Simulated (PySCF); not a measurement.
**Which determinant of SN lies lowest?**

Unrestricted PBE0; S def2-SVPD, N def2-SVPD; no relativity (PySCF 2.14). Outer shells of the fragments: S 3s2 3p4; N 2s2 2p3.

Followed along the bond (rough minima from three points):

| 2Ms+1 | unpaired | ⟨S²⟩ at the start | R at minimum (Å) | Te (eV) |
| --- | --- | --- | --- | --- |
| 2 | π ↑ | 0.80 | 1.50 | 0.00 |
| 4 | π ↑↑↑ | 3.76 | none in the scan | ≤ 2.60 |

Solutions found at the starting distance of 1.640 Å, counted from the lowest of them; the search is not exhaustive and high or unbound solutions are not listed, so other states can lie among these:

```tsv
2Ms+1	unpaired	term	E (eV)	⟨S²⟩	⟨Lz²⟩	μ (D)
2	π ↑	²Π	0.00	0.80	1.01	-1.48
4	π ↑↑↑	⁴Π	2.25	3.76	1.00	-1.37
2	π ↑↑↓	mixed	2.81	1.76	3.02	-1.41
4	σ ↑, π ↑↑	⁴Σ⁻	2.97	3.77	0.00	-0.28
2	σ ↑, π ↑↓	mixed	3.80	1.77	2.02	-0.58
2	σ ↓, π ↑↑	mixed	3.94	1.77	0.00	-0.65
2	π ↑	mixed	4.71	0.75	3.01	-1.48
4	σ ↑, π ↑↑	mixed	6.89	3.76	2.01	-0.52
4	σ ↑, π ↑↑	mixed	6.98	3.76	2.02	0.06
2	σ ↓, π ↑↑	mixed	7.59	1.80	2.02	0.29
4	σ ↑, π ↑↑	mixed	7.82	3.76	2.02	0.15
4	σ ↑↑, π ↑	⁴Π	7.88	3.86	1.01	0.97
6	σ ↑, π ↑↑↑↑	⁶Σ⁺	8.85	8.76	0.00	-0.24
6	σ ↑↑, π ↑↑↑	⁶Π	9.29	8.76	1.01	1.16
```

A term symbol is given only where ⟨S²⟩ and ⟨Lz²⟩ are close to those of a pure state; real π, δ and φ orbitals otherwise mix terms. A positive dipole means S(−)N(+).

Counting both spins, an empty level lies below a filled one in some of these solutions, because spin and occupation are held.
